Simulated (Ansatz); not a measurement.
`NN[SiH3]` and `BN[SiH3]` differ in one atom or group.

Ansatz, PBE0-D4/def2-TZVP geometries, multiplicity 1. Each molecule was computed in one conformer, which needn't be the lowest.

| property | `NN[SiH3]` |
| --- | --- |
| zero-point energy (PBE0-D4/def2-TZVP) / kJ/mol | 178.6 |
| LUMO energy (PBE/def2-TZVPP) / eV | -0.46 |
| HOMO energy (PBE/def2-TZVPP) / eV | -5.62 |
| size of the dipole moment (PBE/def2-TZVPP) / D | 0.36 |
| HOMO energy (ωB97M-V/def2-TZVPP) / eV | -9.38 |
| HOMO energy (B3LYP/def2-TZVPP) / eV | -6.80 |

Q: Give the same properties after the change, and the shifts. (An estimate is asked.)

A: Computed: 
```json
{"property": "zero-point energy (PBE0-D4/def2-TZVP) / kJ/mol", "`BN[SiH3]`": "166.5", "shift": "-12.1"}
{"property": "LUMO energy (PBE/def2-TZVPP) / eV", "`BN[SiH3]`": "-1.15", "shift": "-0.69"}
{"property": "HOMO energy (PBE/def2-TZVPP) / eV", "`BN[SiH3]`": "-7.26", "shift": "-1.64"}
{"property": "size of the dipole moment (PBE/def2-TZVPP) / D", "`BN[SiH3]`": "1.47", "shift": "1.11"}
{"property": "HOMO energy (ωB97M-V/def2-TZVPP) / eV", "`BN[SiH3]`": "-10.82", "shift": "-1.44"}
{"property": "HOMO energy (B3LYP/def2-TZVPP) / eV", "`BN[SiH3]`": "-8.30", "shift": "-1.50"}
```

With PBE0 the HOMO falls by 1.50 eV and the LUMO falls by 0.55 eV, so the gap widens by about 0.95 eV. PBE moves the HOMO by -1.64 eV and ωB97M-V by -1.44 eV. Dipoles are sizes alone; their direction can turn.

B3LYP here is the variant with VWN-RPA as its local correlation; programs differ in this.
